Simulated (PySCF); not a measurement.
Protonation sites of carbonyl sulfide

System: carbonyl sulfide, `O=C=S` (COS). Coordinates in Å; atoms count from 1 in this order:
```
O    -1.2852    0.1156   -0.0125
C    -0.1289    0.1030   -0.0084
S     1.4346    0.0860   -0.0028
```

Energies: M06-2X/def2-TZVP (PySCF, density fitting, integration grid level 3) on PBE0-D3(BJ)/def2-SVP structures. Thermal corrections: PBE0-D3(BJ)/def2-SVP frequencies, unscaled, ideal gas at 298.15 K and 1 bar, quasi-RRHO entropy.

| site | product | PA / kJ/mol | GB / kJ/mol | gas share |
| --- | --- | --- | --- | --- |
| S3 (thiocarbonyl sulfur) | `O=C=[SH+]` | 614 | 589 | 99.8 % |
| O1 (carbonyl oxygen) | `[OH+]=C=S` | 600 | 574 | 0.2 % |

PA is −ΔH and GB is −ΔG of B + H⁺ → BH⁺ in the gas phase. Shares are Boltzmann weights among the listed products; an error of 10 kJ/mol changes a ratio about 56-fold.

Among these, S3 (thiocarbonyl sulfur) wins by 16 kJ/mol in gas-phase free energy over O1.

Hardware: 1 thread of Arm Neoverse V1, shared with other jobs. Command: `OMP_NUM_THREADS=1 python redox_run.py task.json out`. Structures, frequencies and single points: 37 s.

Differences come from unrounded values, so a last digit can differ from that of the printed terms.
